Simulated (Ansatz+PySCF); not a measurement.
Values are calculated unless marked as measured or tabulated.
## PySCF 2.14.0 run

```python
from pyscf import gto, scf

mol = gto.M(atom="""
S 0.000000 0.000000 -0.079650
H 0.000000 0.000000 1.274340
""", basis='def2-svp', charge=0, spin=1)
mf = scf.ROHF(mol)
mf.init_guess = 'huckel'
mf.kernel()
while True:  # follow internal instabilities
    mo, _, stable, _ = mf.stability(return_status=True)
    if stable: break
    mf.kernel(mf.make_rdm1(mo, mf.mo_occ))
print(mf.converged, mf.e_tot, mf.spin_square()[0])
```

The script is written out from the run's settings.

Results

```json
{
 "Converged": "yes",
 "Total energy": "-397.95578 hartree",
 "Spin squared of the determinant": "0.750"
}
```
